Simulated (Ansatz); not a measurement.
Mulliken charges of `C=C(F)/C=C/F` from ωB97M-V/def2-TZVPP in Ansatz (PBE0-D4/def2-TZVP geometry).

| atom | x (Å) | y (Å) | z (Å) | charge (e) |
| --- | --- | --- | --- | --- |
| C1 | 0.240 | -1.812 | 0.473 | -0.248 |
| C2 | -0.295 | -0.655 | 0.105 | 0.232 |
| F3 | -1.618 | -0.587 | -0.133 | -0.206 |
| C4 | 0.399 | 0.597 | -0.079 | -0.124 |
| C5 | -0.217 | 1.712 | -0.449 | 0.099 |
| F6 | 0.453 | 2.851 | -0.610 | -0.182 |
| H7 | 1.301 | -1.876 | 0.666 | 0.100 |
| H8 | -0.371 | -2.697 | 0.582 | 0.108 |
| H9 | 1.468 | 0.607 | 0.098 | 0.105 |
| H10 | -1.276 | 1.810 | -0.650 | 0.116 |

Problem. By hand: the dipole of these point charges (1 e Å = 4.8032 D).

Solution. Σ q r = (0.148, -0.210, 0.075) e Å, of length 0.268 e Å = 1.29 D.

Problem. How does the dipole of the full density compare? (Best estimate.)

Solution. Ansatz gave: (0.124, -0.126, 0.051) e Å, 0.88 D; the point charges give 1.47 times that, at 9° from its direction.

Point charges leave out the atoms' own dipoles, such as those of lone pairs, and Mulliken's split depends on the basis, so the two needn't agree.
